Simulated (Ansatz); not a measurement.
# Strength of the C–H bond: C3H5F2 → C3H4F2 + H

Species: C3H5F2 `C[C](F)CF`, doublet; C3H4F2 `C=C(F)CF`, singlet; H atom, doublet. 

Shapes, held fixed at every level: PBE0-D4/def2-TZVP. Flexible molecules stand in one conformer, not always the lowest. Programs: Ansatz 0.2.0. The zero-point and thermal change to 298 K, harmonic and unscaled (PBE0-D4/def2-TZVP), is -21.9 kJ/mol.

| level | kind | ΔH(298 K) (kJ/mol) | less CCSD(T)/CBS estimate |
| --- | --- | --- | --- |
| HF/def2-TZVPP | Hartree–Fock | +151.7 | -8.1 |
| B3LYP-D4/def2-TZVPP | global hybrid | +171.7 | +11.9 |
| wB97X-V/def2-TZVPP | range-separated hybrid | +171.8 | +12.0 |
| MP2/def2-SVP | perturbation theory | +137.7 | -22.1 |
| CCSD(T)/def2-SVP | coupled cluster or CI | +151.4 | -8.4 |
| CCSD(T)/def2-TZVPP | coupled cluster or CI | +157.9 | -1.9 |
| CCSD/def2-TZVPP | coupled cluster or CI | +164.3 | +4.5 |
| CCSD(T)/CBS estimate | coupled cluster or CI | +159.8 | 0.0 |

The highest level, CCSD(T)/CBS estimate, gives ΔH(298 K) = +159.8 kJ/mol; the levels span +137.7 to +171.8. A fragment pairs its electrons up again, so this isn't a typical strength of such a bond. The column of differences is taken from that level and isn't an error. No measured value is set beside it here. Open shells run unrestricted unless RO is named. The CBS estimate extrapolates MP2 from def2-TZVPP and def2-QZVPP and adds CCSD(T) − MP2 in the triple-zeta set, cores frozen.
